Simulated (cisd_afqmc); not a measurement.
Input (AFQMC/CISD/aug-cc-pV(D+d)Z; cisd_afqmc is a phaseless AFQMC code with CISD trial states that reads the integrals written by Ansatz): A basis named .json is the Basis Set Exchange file of that set.

Ansatz 0.2 input:
```python
import cisd_afqmc

open("ham.yaml", "w").write("""\
crystal:
  periodic: [false, false, false]
  atoms:
    - {symbol: Cl, position_ang: [-0.00000000, -0.00000000, -0.50551697]}
    - {symbol: O, position_ang: [0.00000000, 0.00000000, 1.07422357]}
basis:
  gaussian:
    orbitals: aug-cc-pV_D+d_Z.json
magnetization: {spin_polarized: true, initial_magnetization: 1}
correlation: {method: ccsd, electrons: outside_noble_gas, hamiltonian_folder: ham}
""")
rep = cisd_afqmc.ansatz("ham.yaml")
e_ccsd = rep["correlation"]["coupled_cluster"]["energy"]["hartree"]
out = cisd_afqmc.run("ham", e_ccsd, trial="CISD", walkers=2000, populations=1, threads=12, dt=0.005, steps=40, early=24, settle=10, least=100,
    cut=5e-5, rank_cut=2e-4, target=0.0004, seconds=1000, seed=4, memory=62639, gpu=True)
```

Output:

```
orbitals 49, occupied [7, 6], factors 278 of 519, rank of the doubles 267 of 552
E(HF) = -534.273247
E(CCSD) on the cut factors = -534.613856, shift to the whole factors -0.000005
Energy of the trial state on the determinant = -534.613879
  tau behind 7.2 of longer steps, mean of the populations' last blocks
   2.0  -534.62656
   4.0  -534.62670
   6.0  -534.62662
   8.0  -534.62656
  10.0  -534.62595
  12.0  -534.62757
  14.0  -534.62625
  16.0  -534.62626
  18.0  -534.62590
  20.0  -534.62726
  22.0  -534.62672
blocks 100 (0 outliers left out), error by blocks joined: 1: 0.00012, 2: 0.00015, 4: 0.00016, 8: 0.00019
E(AFQMC/CISD) = -534.62658 +/- 0.00019
```

The error still grows at the longest joins of blocks, or few joins were possible, so the printed bar may be too narrow.
